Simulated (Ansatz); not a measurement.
# Al2H2 (singlet): B3LYP, CAM-B3LYP over a scan of the distance Al1–H3, 6-31G

How well do these functionals follow the top wave-function level for Al2H2 (singlet) over a scan of the distance Al1–H3?

Program: Ansatz 0.2.0, Gaussian basis. Level of theory: 6-31G, all electrons in the functionals. These are calculated values, not measurements.

The runs, in order: B3LYP, CAM-B3LYP, at 1.273 Å; 1.449 Å; 1.617 Å; 1.796 Å; 1.950 Å; 2.195 Å; 2.623 Å; 3.061 Å; 3.567 Å; 4.400 Å; 5.575 Å.

9 further runs of the same task are left out: 8 that didn't finish, 1 set aside as unsound or not needed.

## Step 1: The geometry

The geometry derives from a PBE0/def2-TZVP stationary point (not a proven minimum). One bond is set to the value named and the two fragments are kept rigid.

4 atoms, charge 0, spin multiplicity 1.

Atoms are counted from 1 here; the program's logs count them from 0.

Bond lengths: Al1–Al2 2.634 Å, Al1–H3 1.617 Å, Al1–H4 1.823 Å, Al2–H4 1.894 Å. Angles: Al2–Al1–H3 148.7°, Al2–Al1–H4 46.0°, H3–Al1–H4 102.7°, Al1–Al2–H4 43.8°, Al1–H4–Al2 90.2°.

Coordinates:

```xyz
4

Al    0.00000    0.09249    1.26473
Al    0.00000   -0.01930   -1.36690
H     0.00000   -0.68820    2.68037
H     0.00000   -1.27108    0.05476
```

No dispersion term is added. B3LYP takes the VWN-RPA correlation.

The geometry shown and the zero of energy belong to the point 1.617 Å. The yardstick, FCI, and other wave-function levels (R restricted, U unrestricted, valence and pair active spaces) come from earlier runs.

## Step 2: B3LYP, 1.273 Å

The input, in.yaml:

```yaml
crystal:
  periodic: [false, false, false]
  atoms:
    - {symbol: Al, position_ang: [0.000000, 0.089503, 1.270143]}
    - {symbol: Al, position_ang: [0.000000, -0.022286, -1.361482]}
    - {symbol: H, position_ang: [0.000000, -0.525242, 2.384871]}
    - {symbol: H, position_ang: [0.000000, -1.274071, 0.060179]}
basis:
  gaussian: {orbitals: 6-31G}
magnetization: {spin_polarized: true, initial_magnetization: 0}
hamiltonian: {xc: {name: B3LYP}}
```

Launch:

```
> ansatz run in.yaml --threads 1 --pin off --events-out ev --progress --plain --max-ram 2393MiB
```

After this run come: B3LYP, 1.449 Å; B3LYP, 1.617 Å; B3LYP, 1.796 Å; B3LYP, 1.950 Å; B3LYP, 2.195 Å; B3LYP, 2.623 Å; B3LYP, 3.061 Å; B3LYP, 3.567 Å; B3LYP, 4.400 Å; B3LYP, 5.575 Å; CAM-B3LYP, 1.273 Å; CAM-B3LYP, 1.449 Å; CAM-B3LYP, 1.617 Å; CAM-B3LYP, 1.796 Å; CAM-B3LYP, 1.950 Å; CAM-B3LYP, 2.195 Å; CAM-B3LYP, 2.623 Å; CAM-B3LYP, 3.061 Å; CAM-B3LYP, 3.567 Å; CAM-B3LYP, 4.400 Å; CAM-B3LYP, 5.575 Å.

**Question.** What will the summary of the whole plan be? Wanted: span of the FCI curve; largest miss, B3LYP; largest miss, CAM-B3LYP.

**Answer**, as computed:

| quantity | value |
| --- | --- |
| span of the FCI curve | 2.281 eV |
| largest miss, B3LYP | +0.449 eV (5.575 Å) |
| largest miss, CAM-B3LYP | +0.493 eV (3.061 Å) |

Of the functionals, B3LYP keep the smallest largest miss at the points compared (at most 0.449 eV) and CAM-B3LYP strays most (0.493 eV, at 3.061 Å). B3LYP, CAM-B3LYP clearly break the spin symmetry at some points (⟨S²⟩ up to 1.01 above the pure value), so energy there is bought with a mixed spin. Functionals and the yardstick converge differently with the basis, so part of each miss in 6-31G is the basis.
